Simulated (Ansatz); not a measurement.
**AlH₃, triplet along the distance Al1-H2**

Starting geometry (PBE0/def2-TZVP stationary point for this spin, not checked as a minimum):

```xyz
4

Al    0.0000    0.0744   -0.0956
H     0.0000   -1.3724   -0.7540
H     0.4207   -0.3098    1.6570
H    -0.4207   -0.3098    1.6570
```

From there H2 moves along the line of the two atoms named below, all else staying in place; atoms are numbered as listed. Energies are in eV, counted from the starting geometry at the same level.

Basis cc-pVDZ; Ansatz 0.2.0. Only valence electrons are correlated (noble-gas cores frozen). Active spaces: valence = (6e, 7o) chosen from the atoms' valence shells.

Runs in a small pair space aren't shown, since their orbitals change along the scan.

Full CI is exact within this basis and frozen core; it isn't the basis-set limit.

```json
{"distance Al1-H2 (Å)": "1.243", "NEVPT2 (valence space)": "1.308"}
{"distance Al1-H2 (Å)": "1.413", "NEVPT2 (valence space)": "0.274"}
{"distance Al1-H2 (Å)": "1.590", "NEVPT2 (valence space)": "0.000"}
{"distance Al1-H2 (Å)": "1.766", "NEVPT2 (valence space)": "0.132"}
{"distance Al1-H2 (Å)": "1.925", "NEVPT2 (valence space)": "0.414"}
{"distance Al1-H2 (Å)": "2.246", "NEVPT2 (valence space)": "1.077"}
{"distance Al1-H2 (Å)": "2.572", "NEVPT2 (valence space)": "1.499"}
{"distance Al1-H2 (Å)": "2.991", "NEVPT2 (valence space)": "1.688"}
{"distance Al1-H2 (Å)": "3.518", "NEVPT2 (valence space)": "1.708"}
{"distance Al1-H2 (Å)": "4.194", "NEVPT2 (valence space)": "1.706"}
{"distance Al1-H2 (Å)": "5.502", "NEVPT2 (valence space)": "1.707"}
```

Problem. Estimate the full CI curve in cc-pVDZ from this one, knowing how NEVPT2 (valence space) errs.

Solution. The computed full CI values, in eV from the starting point, and the error of NEVPT2 (valence space) against them:
| distance Al1-H2 (Å) | full CI | NEVPT2 (valence space) less full CI |
| --- | --- | --- |
| 1.243 | 1.286 | 0.022 |
| 1.413 | 0.261 | 0.013 |
| 1.590 | 0.000 | 0.000 |
| 1.766 | 0.146 | -0.014 |
| 1.925 | 0.437 | -0.023 |
| 2.246 | 1.103 | -0.026 |
| 2.572 | 1.559 | -0.059 |
| 2.991 | 1.745 | -0.057 |
| 3.518 | 1.773 | -0.066 |
| 4.194 | 1.776 | -0.069 |
| 5.502 | 1.777 | -0.070 |

The error spans 0.092 eV and is largest, -0.070 eV, at 5.502 Å.
